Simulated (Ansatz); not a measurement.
Molecule: ethanol, C₂H₆O, net charge 0, singlet state. SMILES: CCO
Geometry: optimised at B3LYP-D3(BJ)/def2-TZVP (Ansatz, a first-principles code).

Wanted: enthalpy of formation at 298 K, in kcal/mol. Set-up: dispersion terms only where a functional's name holds one; non-relativistic; no spin-orbit coupling; open shells spin-unrestricted; LANL2DZ all-electron up to Ne. Ab initio and DFT rows: single points at B3LYP-D3(BJ) geometries (Ansatz), with unscaled harmonic terms from B3LYP/6-31G* at its own minima, enthalpies of formation by atomisation with measured atoms.

```tsv
species	coefficient	E at B3LYP/LANL2DZ (Ansatz), Eh	E at PBE/def2-TZVPD (Ansatz), Eh	H(298 K) - E, kcal/mol
CCO	+1	-155.01999	-154.90752	53.66
C atom	-2	-37.85342	-37.79605	-
H atom	-6	-0.49891	-0.49962	-
O atom	-1	-75.08172	-75.01069	-
```

The atoms take no thermal term, since their enthalpies of formation at 0 K are used: the result is the sum of coefficient times E, plus the molecule's thermal term, plus number times (enthalpy of formation minus H(298) - H(0)) over the atoms. Measured values of the atoms (G2/97 table in ASE), kcal/mol:

| atom | number | enthalpy of formation of the gas at 0 K | H(298) - H(0) of the element's standard state |
|---|---|---|---|
| C | 2 | 169.98 | 0.25 |
| H | 6 | 51.63 | 1.01 |
| O | 1 | 58.99 | 1.04 |

Measured values: Active Thermochemical Tables 1.112 (ions: stationary electron), as tabulated in the package chemicals; they hold spin-orbit and core effects, anharmonicity and other conformers.  Value to compare with, the measured value: -56.1 kcal/mol. 1 Eh = 627.5095 kcal/mol.

**Question.** Work the quantity out at each level, and compare with the measured value.

**Answer.** 
- B3LYP/LANL2DZ: the sum of coefficient times E is -1.23797 Eh, or -776.84 kcal/mol; the thermal terms add 53.66; the atoms' measured terms add 701.13. Result: -22.0 kcal/mol. Its error against the measured value is 34.1 kcal/mol.
- PBE/def2-TZVPD: the sum of coefficient times E is -1.30701 Eh, or -820.16 kcal/mol; the thermal terms add 53.66; the atoms' measured terms add 701.13. Result: -65.4 kcal/mol. Its error against the measured value is -9.3 kcal/mol.
